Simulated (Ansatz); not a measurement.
Relaxation of CH4F2N2 (9 atoms, charge 0, multiplicity 1), to a largest force component of 0.015 eV/Å in at most 40 steps.

Computed with RKS LDA/cc-pVDZ (Ansatz 0.2.0).

```xyz
9
Properties=species:S:1:pos:R:3
N -0.553 0.931 -0.428
C 0.284 -0.098 -0.206
N -0.207 -0.757 0.939
F 0.363 -0.915 -1.261
F 1.534 0.351 -0.022
H -1.499 0.542 -0.594
H -0.299 1.361 -1.334
H -0.083 -0.037 1.675
H 0.548 -1.424 1.214
```

Question: Where does it end, and by what steps?

Answer: The run converged. After 7 steps the energy has fallen by 0.321 eV; F4 moved furthest, 0.17 Å.

```tsv
step	energy less start (eV)	largest force component (eV/Å)	accepted
0	0.0000	2.592	yes
1	-0.2373	0.743	yes
2	-0.3114	0.378	yes
3	-0.3182	0.175	yes
4	-0.3184	0.086	yes
5	-0.3205	0.020	yes
6	-0.3206	0.019	yes
7	-0.3206	0.001	yes
```

```xyz
9
Properties=species:S:1:pos:R:3
N -0.594 0.959 -0.492
C 0.282 -0.088 -0.185
N -0.120 -0.746 0.983
F 0.393 -1.050 -1.170
F 1.551 0.453 -0.130
H -1.542 0.589 -0.642
H -0.272 1.456 -1.334
H -0.122 -0.087 1.772
H 0.512 -1.533 1.182
```

Time of the run: 6.1 s on 1 thread of AMD EPYC 9R45 96-Core Processor (Zen 5) (shared host), peak memory 0.14 GiB.
